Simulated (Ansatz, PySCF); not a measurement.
Species: SiCl3, charge 0, multiplicity 2. It need not be the lowest isomer of its formula. 
Coordinates optimised at B3LYP-D3(BJ)/def2-TZVP (Ansatz, a program for electronic structure):
```
Si
Cl 1 2.0584
Cl 1 2.0584 2 109.38
Cl 1 2.0584 2 109.38 3 -119.78
```
Charge 0, spin multiplicity 2.


Quantity: enthalpy of formation at 298 K (from the atomisation energy, B3LYP-D3(BJ)/def2-TZVP harmonic zero-point and thermal terms from PySCF, and the atoms' enthalpies of formation in the G2/97 table, which holds older values for B and Si; no spin-orbit terms, and no core term in the frozen-core levels), in kcal/mol. Valence correlation only, unless marked. Open shells are spin-unrestricted. No spin-orbit coupling. Non-relativistic. The coupled-cluster limit lacks core correlation, which all-electron functionals hold. CBS marks a two-point X^-3 extrapolation of the correlation energy; Hartree-Fock from the larger set. [CCSD(T)-MP2]/basis is that difference in the basis named.

```csv
level,program,enthalpy of formation at 298 K (kcal/mol)
BLYP-D4/def2-TZVPD,Ansatz + dftd4,-74.3
PBE0/STO-3G,Ansatz,-118.5
PBE0/def2-SVP,Ansatz,-74.7
BHLYP-D4/def2-TZVPD,Ansatz + dftd4,-66.9
r2SCANh/def2-TZVPD,Ansatz,-85.3
HSE06-D4/def2-TZVPD,Ansatz + dftd4,-84.9
HSE06/def2-TZVPD,Ansatz,-81.6
```

Q: Estimate the value at RI-MP2/CBS(cc-pV(T+d)Z,cc-pV(Q+d)Z)+[CCSD(T)-MP2]/cc-pV(T+d)Z as computed with Ansatz.

A: -79.8 kcal/mol
